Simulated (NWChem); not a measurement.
Everything below was run with NWChem. System: tetrafluoroethylene (C$_{2}$F$_{4}$), charge 0, spin multiplicity 1, at a geometry optimised with PBE0/def2-SVP. Level: CCSD(T)/def2-SVP, 6 core orbitals frozen.

Input file:

```
start mol
memory heap 100 mb stack 700 mb global 1900 mb
geometry units angstroms nocenter noautoz
  F      1.095496     0.000000     1.380695
  C      0.000000     0.000000     0.664677
  F     -1.095496     0.000000     1.380695
  C      0.000000     0.000000    -0.664677
  F     -1.095496     0.000000    -1.380695
  F      1.095496     0.000000    -1.380695
  symmetry group D2h
end
basis spherical
  * library def2-svp
end
scf
  rhf
  nopen 0
  maxiter 100
  thresh 1e-7
  semidirect memsize 60000000 filesize 0
end
tce
  freeze core 6
  ccsd(t)
  2eorb
  2emet 13
  thresh 1e-6
  maxiter 100
  tilesize 24
end
task tce energy
```

Output (cleaned and shortened):

```
             Northwest Computational Chemistry Package (NWChem) 7.3.0
             --------------------------------------------------------

                                NWChem Input Module
                                -------------------

 Scaling coordinates for geometry "geometry" by  1.889725989
 (inverse scale =  0.529177249)

 Turning off AUTOSYM since
 SYMMETRY directive was detected!

                             Geometry "geometry" -> ""
                             -------------------------

 Output coordinates in angstroms (scale by  1.889725989 to convert to a.u.)

  No.       Tag          Charge          X              Y              Z
 ---- ---------------- ---------- -------------- -------------- --------------
    1 F                    9.0000     1.09549600     0.00000000     1.38069500
    2 C                    6.0000     0.00000000     0.00000000     0.66467700
    3 F                    9.0000    -1.09549600     0.00000000     1.38069500
    4 C                    6.0000     0.00000000     0.00000000    -0.66467700
    5 F                    9.0000    -1.09549600     0.00000000    -1.38069500
    6 F                    9.0000     1.09549600     0.00000000    -1.38069500

 Effective nuclear repulsion energy (a.u.)     245.4220696291

            Nuclear Dipole moment (a.u.)
            ----------------------------
        X                 Y               Z
 ---------------- ---------------- ----------------
     0.0000000000     0.0000000000     0.0000000000

      Symmetry information
      --------------------

 Group name             D2h
 Group number             26
 Group order               8
 No. of unique centers     2

      Symmetry unique atoms

     1    2


 Summary of "ao basis" -> "" (spherical)
 ------------------------------------------------------------------------------
       Tag                 Description            Shells   Functions and Types
 ---------------- ------------------------------  ------  ---------------------
 *                          def2-svp                  on all atoms

 Summary of "ao basis" -> "ao basis" (spherical)
 ------------------------------------------------------------------------------
       Tag                 Description            Shells   Functions and Types
 ---------------- ------------------------------  ------  ---------------------
 F                          def2-svp                 6       14   3s2p1d
 C                          def2-svp                 6       14   3s2p1d

                                 NWChem SCF Module
                                 -----------------

  ao basis        = "ao basis"
  functions       =    84
  atoms           =     6
  closed shells   =    24
  open shells     =     0
  charge          =   0.00
  wavefunction    = RHF
  use symmetry    = T
  symmetry adapt  = T

 Summary of "ao basis" -> "ao basis" (spherical)
 ------------------------------------------------------------------------------
       Tag                 Description            Shells   Functions and Types
 ---------------- ------------------------------  ------  ---------------------
 F                          def2-svp                 6       14   3s2p1d
 C                          def2-svp                 6       14   3s2p1d

      Symmetry analysis of basis
      --------------------------

        ag         17
        au          5
        b1g         5
        b1u        17
        b2g        13
        b2u         7
        b3g         7
        b3u        13

 Forming initial guess at       0.1s

      Superposition of Atomic Density Guess
      -------------------------------------

 Sum of atomic energies:        -472.41966653

      Non-variational initial energy
      ------------------------------

 Total energy =    -474.426483
 1-e energy   =   -1145.954096
 2-e energy   =     426.105543
 HOMO         =      -0.180815
 LUMO         =       0.166366

      Symmetry analysis of molecular orbitals - initial
      -------------------------------------------------

  Numbering of irreducible representations:

     1 ag          2 au          3 b1g         4 b1u         5 b2g
     6 b2u         7 b3g         8 b3u

  Orbital symmetries:

     1 ag          2 b1u         3 b2g         4 b3u         5 ag
     6 b1u         7 ag          8 b1u         9 b3u        10 b2g
    11 ag         12 b1u        13 b3u        14 ag         15 b2g
    16 b2u        17 b3g        18 b1u        19 b1g        20 au
    21 b3u        22 b2g        23 ag         24 b2u        25 b3u
    26 b3g        27 b1u        28 ag         29 ag         30 b1u
    31 b2g        32 b2u        33 b1u        34 b3u

 Starting SCF solution at       0.3s

 ----------------------------------------------
         Quadratically convergent ROHF

 Convergence threshold     :          1.000E-07
 Maximum no. of iterations :          100
 Final Fock-matrix accuracy:          1.000E-09
 ----------------------------------------------

              iter       energy          gnorm     gmax       time
             ----- ------------------- --------- --------- --------
                 1     -472.9165196047  1.53D+00  4.13D-01      0.3
                 2     -473.0275501405  3.60D-01  1.03D-01      0.3
                 3     -473.0363177122  1.14D-01  2.61D-02      0.4
                 4     -473.0371112453  1.12D-02  3.48D-03      0.4
                 5     -473.0371231875  2.93D-05  6.53D-06      0.5
                 6     -473.0371231876  3.31D-09  1.24D-09      0.6

       Final RHF  results
       ------------------

         Total SCF energy =   -473.037123187575
[...]
   24   -0.4010
   25    0.1848
   26    0.2608
   27    0.2762
   28    0.3167
   29    0.5870
   30    0.5882
   31    0.6058
   32    0.6279
   33    0.6673
   34    0.6801

                       ROHF Final Molecular Orbital Analysis
                       -------------------------------------

 Vector   22  Occ=2.000000D+00  E=-6.830273D-01  Symmetry=b2g
              MO Center= -4.6D-16, -1.1D-16, -1.9D-16, r^2= 3.5D+00
   Bfn.  Coefficient  Atom+Function         Bfn.  Coefficient  Atom+Function
  ----- ------------  ---------------      ----- ------------  ---------------
     4      0.258937  1 F  px                32      0.258937  3 F  px
    60     -0.258937  5 F  px                74     -0.258937  6 F  px
     6     -0.234108  1 F  pz                34      0.234108  3 F  pz
    62      0.234108  5 F  pz                76     -0.234108  6 F  pz
     7     -0.175600  1 F  px                35     -0.175600  3 F  px

 Vector   23  Occ=2.000000D+00  E=-6.778861D-01  Symmetry=ag
              MO Center=  5.6D-16, -3.0D-16,  4.6D-16, r^2= 3.0D+00
   Bfn.  Coefficient  Atom+Function         Bfn.  Coefficient  Atom+Function
  ----- ------------  ---------------      ----- ------------  ---------------
     6      0.304606  1 F  pz                34      0.304606  3 F  pz
    62     -0.304606  5 F  pz                76     -0.304606  6 F  pz
    20      0.236357  2 C  pz                48     -0.236357  4 C  pz
     9     -0.216906  1 F  pz                37     -0.216906  3 F  pz
    65      0.216906  5 F  pz                79      0.216906  6 F  pz

 Vector   24  Occ=2.000000D+00  E=-4.010259D-01  Symmetry=b2u
              MO Center=  7.5D-17, -5.8D-32, -4.4D-17, r^2= 1.8D+00
   Bfn.  Coefficient  Atom+Function         Bfn.  Coefficient  Atom+Function
  ----- ------------  ---------------      ----- ------------  ---------------
    19      0.419095  2 C  py                47      0.419095  4 C  py
    22      0.251967  2 C  py                50      0.251967  4 C  py
     5      0.199181  1 F  py                33      0.199181  3 F  py
    61      0.199181  5 F  py                75      0.199181  6 F  py
     8     -0.182958  1 F  py                36     -0.182958  3 F  py

 Vector   25  Occ=0.000000D+00  E= 1.847928D-01  Symmetry=b3g
              MO Center=  4.6D-16, -5.7D-18,  1.9D-16, r^2= 2.0D+00
   Bfn.  Coefficient  Atom+Function         Bfn.  Coefficient  Atom+Function
  ----- ------------  ---------------      ----- ------------  ---------------
    22      0.694927  2 C  py                50     -0.694927  4 C  py
    19      0.496599  2 C  py                47     -0.496599  4 C  py
     8     -0.189411  1 F  py                36     -0.189411  3 F  py
    64      0.189411  5 F  py                78      0.189411  6 F  py
     5      0.160535  1 F  py                33      0.160535  3 F  py

 Vector   26  Occ=0.000000D+00  E= 2.607738D-01  Symmetry=b3u
              MO Center= -6.2D-15, -3.5D-16, -1.4D-14, r^2= 2.2D+00
   Bfn.  Coefficient  Atom+Function         Bfn.  Coefficient  Atom+Function
  ----- ------------  ---------------      ----- ------------  ---------------
    21      0.643904  2 C  px                49      0.643904  4 C  px
     3     -0.390135  1 F  s                 31      0.390135  3 F  s
    59      0.390135  5 F  s                 73     -0.390135  6 F  s
    18      0.333009  2 C  px                46      0.333009  4 C  px
     9      0.232964  1 F  pz                37     -0.232964  3 F  pz

 Vector   27  Occ=0.000000D+00  E= 2.762137D-01  Symmetry=ag
              MO Center=  9.0D-15, -7.0D-17,  9.8D-16, r^2= 3.6D+00
   Bfn.  Coefficient  Atom+Function         Bfn.  Coefficient  Atom+Function
  ----- ------------  ---------------      ----- ------------  ---------------
    17      1.306745  2 C  s                 45      1.306745  4 C  s
     3     -0.573059  1 F  s                 31     -0.573059  3 F  s
    59     -0.573059  5 F  s                 73     -0.573059  6 F  s
    23      0.567978  2 C  pz                51     -0.567978  4 C  pz
    16     -0.278917  2 C  s                 44     -0.278917  4 C  s

 center of mass
 --------------
 x =   0.00000000 y =   0.00000000 z =   0.00000000

 moments of inertia (a.u.)
 ------------------
         555.197338933472           0.000000000000           0.000000000000
           0.000000000000         880.881233261891           0.000000000000
           0.000000000000           0.000000000000         325.683894328419

  Mulliken analysis of the total density
  --------------------------------------

    Atom       Charge   Shell Charges
 -----------   ------   -------------------------------------------------------
    1 F    9     9.26   1.99  1.13  0.79  3.34  2.00  0.01
    2 C    6     5.47   1.99  0.85  0.09  1.91  0.48  0.15
    3 F    9     9.26   1.99  1.13  0.79  3.34  2.00  0.01
    4 C    6     5.47   1.99  0.85  0.09  1.91  0.48  0.15
    5 F    9     9.26   1.99  1.13  0.79  3.34  2.00  0.01
    6 F    9     9.26   1.99  1.13  0.79  3.34  2.00  0.01

       Multipole analysis of the density wrt the origin
       ------------------------------------------------

     L   x y z        total         open         nuclear
     -   - - -        -----         ----         -------
     0   0 0 0     -0.000000      0.000000     48.000000

     1   1 0 0      0.000000      0.000000      0.000000
     1   0 1 0     -0.000000      0.000000      0.000000
     1   0 0 1     -0.000000      0.000000      0.000000

     2   2 0 0    -24.709456      0.000000    154.284311
     2   1 1 0      0.000000      0.000000      0.000000
     2   1 0 1      0.000000      0.000000      0.000000
     2   0 2 0    -21.583807      0.000000      0.000000
     2   0 1 1      0.000000      0.000000      0.000000
     2   0 0 2    -24.490145      0.000000    264.005281

                   NWChem Extensible Many-Electron Theory Module
                   ---------------------------------------------


            General Information
            -------------------
      Number of processors :     1
         Wavefunction type : Restricted Hartree-Fock
          No. of electrons :    48
           Alpha electrons :    24
            Beta electrons :    24
           No. of orbitals :   168
            Alpha orbitals :    84
             Beta orbitals :    84
        Alpha frozen cores :     6
         Beta frozen cores :     6
     Alpha frozen virtuals :     0
      Beta frozen virtuals :     0
         Spin multiplicity : singlet
    Number of AO functions :    84
       Number of AO shells :    36
        Use of symmetry is : on
      Symmetry adaption is : on
         Schwarz screening : 0.10D-09

          Correlation Information
          -----------------------
          Calculation type : Coupled-cluster singles & doubles w/ perturbation
   Perturbative correction : (T)
            Max iterations :      100
        Residual threshold : 0.10D-05
     T(0) DIIS level shift : 0.00D+00
     L(0) DIIS level shift : 0.00D+00
     T(1) DIIS level shift : 0.00D+00
     L(1) DIIS level shift : 0.00D+00
     T(R) DIIS level shift : 0.00D+00
     T(I) DIIS level shift : 0.00D+00
   CC-T/L Amplitude update :  5-th order DIIS
                I/O scheme : Global Array Library
        L-threshold :  0.10D-05
        EOM-threshold :  0.10D-05
 no EOMCCSD initial starts read in
 TCE RESTART OPTIONS
 SLICE:      F
 D4D5:       F
 quantumc:   F
 qrotation:  F
 pwtce:      F
 qducc:      F
 nacto:                         0
 nrotv:                         0
 nrot:                          0

            Memory Information
            ------------------
          Available GA space size is     249029744 doubles
          Available MA space size is     104848780 doubles

 Maximum block size supplied by input
 Maximum block size        24 doubles

 tile_dim =     12

 -------------------------------------------------

 Global array virtual files algorithm will be used

 Parallel file system coherency ......... OK

 4-electron integrals stored in orbital form

 v2    file size   =           852128
 4-index algorithm nr.  13 is used
 imaxsize =       30
 imaxsize ichop =        0


CCSD iterations
 ---------------------------------------------------------
 Iter          Residuum       Correlation     Cpu    Wall
 ---------------------------------------------------------
    1   0.2215634333870  -0.9786752272562     6.2     6.2
    2   0.0579637985843  -0.9809078092068     6.2     6.2
    3   0.0203348808693  -0.9937996536835     6.2     6.2
    4   0.0087215584108  -0.9954417188342     6.2     6.2
    5   0.0037660649628  -0.9967362246873     6.2     6.2
    6   0.0012529573511  -0.9971646141347     6.2     6.2
    7   0.0005467637948  -0.9972769244801     6.2     6.2
    8   0.0002725846427  -0.9972780999943     6.2     6.2
    9   0.0001418612433  -0.9972828233132     6.2     6.2
   10   0.0000750566212  -0.9972876003277     6.3     6.3
   11   0.0000124439747  -0.9972905321915     6.2     6.2
   12   0.0000051412339  -0.9972916378340     6.2     6.2
   13   0.0000021526579  -0.9972921397000     6.2     6.2
   14   0.0000011654137  -0.9972921935693     6.2     6.2
   15   0.0000005855166  -0.9972922487748     6.2     6.2
 -----------------------------------------------------------------
 Iterations converged
 CCSD correlation energy / hartree =        -0.997292248774752
 CCSD total energy / hartree       =      -474.034415436349548

 Singles contributions

 Doubles contributions
    25b3g (alpha)    25b3g (beta ) ---    24b2u (alpha)    24b2u (beta )       -0.1266956552
 CCSD(T)
 Using plain CCSD(T) code
             total no. of tasks        12168
 total no. of tasks / no. procs        12168
                         wl_min           64           2.0
                         wl_max       101376           6.8
        thresh for no. of tasks        12168

 CCSD[T]  correction energy / hartree =        -0.025322627809683
 CCSD[T] correlation energy / hartree =        -1.022614876584435
 CCSD[T] total energy / hartree       =      -474.059738064159205
 CCSD(T)  correction energy / hartree =        -0.022799791961678
 CCSD(T) correlation energy / hartree =        -1.020092040736430
 CCSD(T) total energy / hartree       =      -474.057215228311236

 Task  times  cpu:      127.4s     wall:      127.4s

 Total times  cpu:      127.5s     wall:      127.5s
```
